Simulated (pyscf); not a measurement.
**Routes from CH₄ + HO–ZnH**

Candidate steps break at most two bonds and form at most two. Each was searched with GFN2-xTB (tblite) first. Single points on ωB97X-D3(BJ)/def2-SVP structures (PySCF, gas phase). Energies: ωB97M-D3(BJ)/def2-TZVP, kcal/mol, from the separated reactants, singlet surface; ΔG‡ with ideal gas, 1 atm, RRHO with modes under 100 cm⁻¹ raised to 100, one conformer, R ln 2 for chiral ones without a mode under 150 cm⁻¹.

| products | type | ΔE‡ | ΔE | ΔG‡ 298 K | ΔG‡ 900 K | ν‡ (cm⁻¹) |
|---|---|---|---|---|---|---|
| H₃C–ZnH + H₂O | four-centre exchange | 34.6 | +16.7 | 41.0 | 57.9 | 1406i |
| ZnH₂ + H₃C–OH | four-centre exchange | 92.8 | +35.3 | 99.7 | 116.8 | 1234i |

Row 1: On the product side the descent ends in a complex, 7.8 kcal/mol under the separated species and 25.0 kcal/mol under the saddle at ωB97X-D3(BJ)/def2-TZVP. Row 2: On the product side the descent ends in an adduct with a O–Zn contact, 10.5 kcal/mol under the separated species and 68.5 kcal/mol under the saddle at ωB97X-D3(BJ)/def2-TZVP. 

Plain bond fissions and candidates not yet searched are not listed, and one of them may be faster. Each barrier is that of the saddle found; lower ones may exist. Elements up to Kr have no core potential and no relativistic terms here.
